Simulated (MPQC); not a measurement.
# PHF2 (difluorophosphine): levels of theory compared

Aim: a comparison of 6 runs (HF/STO-3G, HF/3-21G, HF/def2-SVP, PBE0/def2-SVP, SVWN5/6-311G**, MP2/3-21G) of PHF2 (difluorophosphine). 

The calculation is run with MPQC 2.3.1.

## 1. The system as given

PHF2: 4 atoms, total charge 0, spin state singlet. SMILES: `FPF`. The coordinates come from a GFN2-xTB relaxation.

Bond lengths: F1–P2 1.617 Å, P2–F3 1.617 Å, P2–H4 1.418 Å. Angles: F1–P2–F3 94.7°, F1–P2–H4 92.6°, F3–P2–H4 92.6°.

## 2. Energy and forces at HF/STO-3G (run 1)

run.in reads:

```
% emacs should use -*- KeyVal -*- mode
molecule<Molecule>: (
   symmetry = c1
   unit = angstrom
   { atoms geometry } = {
      F  [ 1.200700 0.603880 -0.244050 ]
      P  [ -0.020800 -0.433020 -0.460000 ]
      F  [ -1.177160 0.665480 -0.195640 ]
      H  [ -0.002740 -0.836340 0.899690 ]
   }
)
basis<GaussianBasisSet>: (
   name = "STO-3G"
   molecule = $:molecule
   basisdir = "."
   puream = yes
)
mpqc: (
   checkpoint = no
   savestate = no
   restart = no
   do_energy = yes
   do_gradient = yes
   optimize = no
   mole<CLHF>: (
      molecule = $:molecule
      basis = $:basis
      total_charge = 0
      memory = 1000000000
      print_evals = yes
      print_npa = yes
      maxiter = 120
      value_accuracy = 1e-08
      guess_wavefunction<CLHF>: (
         molecule = $:molecule
         total_charge = 0
         memory = 1000000000
         value_accuracy = 1e-3
         basis<GaussianBasisSet>: (
            name = "STO-3G"
            molecule = $:molecule
         )
      )
   )
)
```

The basis set STO-3G is read from a file made from the Basis Set Exchange's data (not shown).

Run with:

```sh
$ mpqc -o run.out run.in
```

The program printed:

```text
MPQC: Massively Parallel Quantum Chemistry
[...]
  LUMO is    18   A =   0.404563
  total scf energy = -533.5487485598
[...]
Value of the MolecularEnergy: -533.5487485598
  Gradient of the MolecularEnergy:
      1   -0.0128118874
      2   -0.0103028754
      3    0.0048114028
      4   -0.0001465671
      5    0.0139665632
      6   -0.0210723063
      7    0.0124394283
      8   -0.0109176112
      9    0.0042091632
     10    0.0005190262
     11    0.0072539234
     12    0.0120517402
[...]
      symmetry = c1
[...]
```

Wall time 0.18 s (1 thread of Arm Neoverse V2, shared host).

## 3. Energy and forces at HF/3-21G (run 2)

run.in reads:

```
% F2HP
molecule<Molecule>: (
  symmetry = c1
  unit = bohr
  { atoms geometry } = {
    F  [ 2.26899416     1.14116781    -0.46118766 ]
    P  [ -0.03930630    -0.81828921    -0.86927402 ]
    F  [ -2.22451000     1.25757494    -0.36970602 ]
    H  [ -0.00517785    -1.58045355     1.70016770 ]
  }
)
basis<GaussianBasisSet>: (
  name = "3-21G"
  molecule = $:molecule
  basisdir = "."
  puream = yes
)
mpqc: (
  checkpoint = no
  savestate = no
  restart = no
  do_energy = yes
  do_gradient = yes
  optimize = no
  mole<CLHF>: (
    molecule = $:molecule
    basis = $:basis
    total_charge = 0
    memory = 1000000000
    print_evals = yes
    print_npa = yes
    maxiter = 120
    value_accuracy = 1e-08
    guess_wavefunction<CLHF>: (
      molecule = $:molecule
      total_charge = 0
      memory = 1000000000
      value_accuracy = 1e-3
      basis<GaussianBasisSet>: (
        name = "MINI (Huzinaga)"
        molecule = $:molecule
      )
    )
  )
)
```

The basis set 3-21G is read from a file made from the Basis Set Exchange's data (not shown).

Run with:

```sh
$ mpqc -o run.out run.in
```

The program printed:

```text
MPQC: Massively Parallel Quantum Chemistry
[...]
  LUMO is    18   A =   0.131738
  total scf energy = -537.3916192513
[...]
Value of the MolecularEnergy: -537.3916192513
  Gradient of the MolecularEnergy:
      1   -0.0155182898
      2   -0.0069731171
      3    0.0087009058
      4   -0.0004737159
      5    0.0001049221
      6   -0.0204154684
      7    0.0154756001
      8   -0.0077437190
      9    0.0080019202
     10    0.0005164055
     11    0.0146119140
     12    0.0037126424
[...]
      symmetry = c1
[...]
```

It took 0.4 s on 1 thread of Arm Neoverse V2, shared host.

Runs 3 to 5 aren't shown in full; the table further down has their settings and results.

## 4. Energy and forces at MP2/3-21G (run 6)

run.in reads:

```
molecule<Molecule>: (
    symmetry = c1
    unit = bohr
    { atoms geometry } = {
        F  [ 2.26899416     1.14116781    -0.46118766 ]
        P  [ -0.03930630    -0.81828921    -0.86927402 ]
        F  [ -2.22451000     1.25757494    -0.36970602 ]
        H  [ -0.00517785    -1.58045355     1.70016770 ]
    }
)
basis<GaussianBasisSet>: (
    name = "3-21G"
    molecule = $:molecule
    basisdir = "."
    puream = yes
)
mpqc: (
    checkpoint = no
    savestate = no
    restart = no
    do_energy = yes
    do_gradient = yes
    optimize = no
    mole<MBPT2>: (
        molecule = $:molecule
        basis = $:basis
        memory = 1000000000
        method = mp
        nfzc = 7
        reference<CLHF>: (
            molecule = $:molecule
            basis = $:basis
            total_charge = 0
            memory = 1000000000
            print_evals = yes
            maxiter = 120
            value_accuracy = 1e-08
            guess_wavefunction<CLHF>: (
                molecule = $:molecule
                total_charge = 0
                memory = 1000000000
                value_accuracy = 1e-3
                basis<GaussianBasisSet>: (
                    name = "STO-3G"
                    molecule = $:molecule
                )
            )
        )
    )
)
```

The basis set 3-21G is read from a file made from the Basis Set Exchange's data (not shown).

Run with:

```sh
$ mpqc -o run.out run.in
```

The program printed:

```text
MPQC: Massively Parallel Quantum Chemistry
[...]
  LUMO is    18   A =   0.131738
  total scf energy = -537.3916192514
[...]
  MP2 correlation energy [au]:         -0.291226353849
  MP2 energy [au]:                   -537.682845605200
[...]
Value of the MolecularEnergy: -537.6828456052
  Gradient of the MolecularEnergy:
      1   -0.0314605368
      2   -0.0182393611
      3    0.0074775079
      4    0.0002694203
      5    0.0191437915
      6   -0.0085816699
      7    0.0307527471
      8   -0.0198220276
      9    0.0061492223
     10    0.0004383694
     11    0.0189175972
     12   -0.0050450603
[...]
        symmetry = c1
[...]
```

Run time: 1.1 s. Hardware: 1 thread of Arm Neoverse V2, shared host.

## 5. All runs side by side

```csv
run,level,starting guess,integration grid,energy (Eh),HOMO energy (eV),LUMO energy (eV),HOMO–LUMO gap (eV),wall time
1,HF/STO-3G,STO-3G,–,-533.548749,-8.29,11.01,19.30,0.18 s
2,HF/3-21G,MINI (Huzinaga),–,-537.391619,-11.67,3.58,15.26,0.4 s
3,HF/def2-SVP,STO-2G,–,-539.955836,-11.67,3.41,15.07,1.8 s
4,PBE0/def2-SVP,STO-3G,xfine,-541.079678,-8.19,-0.48,7.71,13 s
5,SVWN5/6-311G**,3-21G,xfine,-539.210167,-6.95,-2.04,4.91,14 s
6,MP2/3-21G,STO-3G,–,-537.682846,-11.67,3.58,15.26,1.1 s
```

## 6. Summary of results

```
                                          quantity          value
                               run 6: total energy  -537.68285 Eh
        run 6: HOMO energy (Hartree–Fock orbitals)      -11.67 eV
        run 6: LUMO energy (Hartree–Fock orbitals)        3.58 eV
      run 6: HOMO–LUMO gap (Hartree–Fock orbitals)       15.26 eV
run 6: correlation energy (7 core orbitals frozen)     -291.2 mEh
                   run 6: largest force on an atom     1.909 eV/Å
```

**Reading.** Over runs 1, 2, 3, 4, 5 the HOMO–LUMO gap runs from 4.91 eV (SVWN5/6-311G**) to 19.30 eV (HF/STO-3G). The two ends differ in method and basis. Totals of different functionals can't be ranked against each other. In run 1 the basis is minimal, so the values are rough. All runs together took 31 s, the longest 14 s.
